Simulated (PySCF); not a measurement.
He: ionisation energy

He 1s2 (1S) → He⁺ 1s1 (2S), as a difference of total energies. Calculation: PySCF 2.14, in aug-cc-pVDZ-DK (3s2p, 9 functions); scalar relativity by spin-free X2C-1e. Correlated levels: valence: nothing frozen. The calculations carry no spin-orbit coupling.

```csv
method,ionisation energy (eV)
UHF,23.438
M06-L,24.602
r2SCAN,24.599
MP2 (valence),24.172
SCS-MP2 (valence),24.319
CCSD (valence),24.359
```

Question: How much does correlation contribute at MP2 (valence)?

Answer: 24.172 − (23.438) = 0.734 eV, measured against UHF.

Errors of the correlated levels include the incompleteness of this basis.

With two correlated electrons CCSD is exact in that space.

For comparison: 24.587 eV (measured; NIST Atomic Spectra Database, ionization energies).
